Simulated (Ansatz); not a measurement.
System: Li₂, charge 0, multiplicity 1. SMILES: [Li][Li]

Atoms: Li1, Li2. Bonds: Li1-Li2.

Bond lengths (Å) and angles (degrees) optimised at HF/3-21G with Ansatz (a program for electronic structure); PBE/6-31G* with Ansatz; B3LYP/LANL2DZ with Ansatz, each started from the B3LYP-D3(BJ)/def2-TZVP structure (Ansatz) of the last column. A row stands for all coordinates that are equal there. 6-31G* holds six Cartesian d functions.

| coordinate | HF/3-21G | PBE/6-31G* | B3LYP/LANL2DZ | B3LYP-D3(BJ)/def2-TZVP |
|---|---|---|---|---|
| Li1-Li2 | 2.816 | 2.750 | 2.722 | 2.722 |

Mean signed difference of all 1 bond lengths from B3LYP-D3(BJ)/def2-TZVP: HF/3-21G 0.094 Å, PBE/6-31G* 0.028 Å, B3LYP/LANL2DZ 0.000 Å.
